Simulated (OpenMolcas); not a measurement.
**OpenMolcas input wanted**

SiS: 2 atoms, total charge 0, spin state singlet. As SMILES, `[Si-]#[S+]`. The bond length is the measured one.

```xyz
2

Si    0.0000    0.0000    0.0000
S     0.0000    0.0000    1.9293
```

Settings wanted:

- method: HF
- reference: UHF
- integral approximation: none
- symmetry: none
- basis set: STO-3G
- task: energy
- nucleus: point
- scramble: 0.25

Question: Write the OpenMolcas 26.06 input and the command.

Answer: This one ran through:

step1.inp:
```
* SSi Hartree-Fock

&gateway
 baslib
 $CurrDir
 basisset
 Si.STO-3G....
 Si1 0.000000 0.000000 0.000000 angstrom
 End of Basis
 basisset
 S.STO-3G....
 S2 0.000000 0.000000 1.929321 angstrom
 End of Basis

&seward

&scf
 uhf
 scramble
 0.25
 prorbitals
 1 1
```

```bash
$ export MOLCAS_MEM=1860
$ pymolcas step1.inp > step1.log
```

(Basis files named in the input come from the Basis Set Exchange and aren't shown.)

Calculated total energy: -678.74228 Eh.
